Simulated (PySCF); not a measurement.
Relaxation of triplet B₂H₂

Computed with UPBE0/[B def2-TZVP, H def2-TZVP], no relativity, density fitting, PySCF. A (50,194) grid was used.

A start displaced from a saddle point along its imaginary mode, of Cs symmetry, held to at least that symmetry:

```xyz
4
charge 0 multiplicity 3, angstrom
B     0.8413    0.0000   -0.0275
B    -0.8193    0.0000   -0.0200
H    -0.1200    1.0071    0.2591
H    -0.1200   -1.0071    0.2591
```

**Question.** What does it relax to?

**Answer.** It ends at C2v with B–B 1.585 Å, B–H 1.197 Å (×2); B–B–H 118.9° (×2), H–B–H 122.2°. A frequency run shows a minimum. Other isomers or separated fragments may lie lower.

**Question.** How much energy is released, and in how many steps?

**Answer.** 170.9 kJ/mol in 19 steps.
